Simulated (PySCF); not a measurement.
**Frontier orbitals and the lowest excitations**

CH₃Li.
Z-matrix (Å and degrees, PBE0-D3(BJ)/def2-TZVP geometry), rows numbered from 1:
```
Li
C   1  1.9647
H   2  1.0991  1  112.61
H   2  1.0989  1  113.24  3  -119.99
H   2  1.0990  1  112.95  3   119.77
```

Level of theory: TDDFT CAM-B3LYP/aug-cc-pVTZ, vertical, gas phase, core orbitals frozen in the response (PySCF 2.14.0, density-fitted response routines). Isolated species at its PBE0-D3(BJ)/def2-TZVP geometry, gas phase.

Frontier orbitals with the atoms that hold most of them (Löwdin shares over 4%, at most four atoms; ? is withheld):

```csv
orbital,ε (eV),atoms
LUMO+2,0.24,Li1 98%
LUMO+1,0.24,Li1 98%
LUMO,-0.74,?
HOMO,-6.43,?
HOMO-1,-10.26,"C2 50%, H4 20%, H5 15%, H3 8%"
HOMO-2,-10.26,"C2 50%, H3 21%, H5 13%, H4 9%"
HOMO-3,-18.21,"C2 29%, H3 20%, H5 20%, H4 20%"
```

Which atoms hold the LUMO, and with what shares?

Li1 (bonded to C) 81%; C2 (bonded to Li and 3 H) 7%.

Which atoms hold the HOMO, and with what shares?

C2 (bonded to Li and 3 H) 58%; H3 (bonded to C) 10%; Li1 (bonded to C) 10%; H5 (bonded to C) 10%. By element: carbon 58%, hydrogen 21% or more, lithium 10%.

Within 0.005 eV of a neighbour in this list lie HOMO-2/HOMO-1 and LUMO+1/LUMO+2 (point group found: C3v); within a degenerate set the shares of single atoms can hang on how the components are chosen.

How does S1 compare with the orbital gap of 5.69 eV?

S1 is at 3.07 eV (f = 0.082), 2.62 eV below the gap, made of HOMO→LUMO (92%). 

Next come S2 at 4.31 eV (f 0.071), HOMO→LUMO+1/LUMO+2 (≥51%), HOMO→LUMO+5 (34%); S3 at 4.31 eV (f 0.071), HOMO→LUMO+1/LUMO+2 (≥50%), HOMO→LUMO+6 (34%); S4 at 4.76 eV (f 0.017), HOMO→LUMO+4 (65%), HOMO→LUMO+8 (28%); S5 at 5.32 eV (f 0.0082), HOMO→LUMO+3 (82%).

Orbitals of the list HOMO-3 to LUMO+2 that lie within 0.01 eV of each other are written together with a slash and their weights summed (≥ marks a lower bound); for degenerate orbitals outside that list single weights are arbitrary.

The run took 2.3 s of wall time on one thread of an AMD EPYC 9R45, shared host with 96 logical CPUs at a one-minute load of 32, and the process peaked at 0.49 GiB of memory.
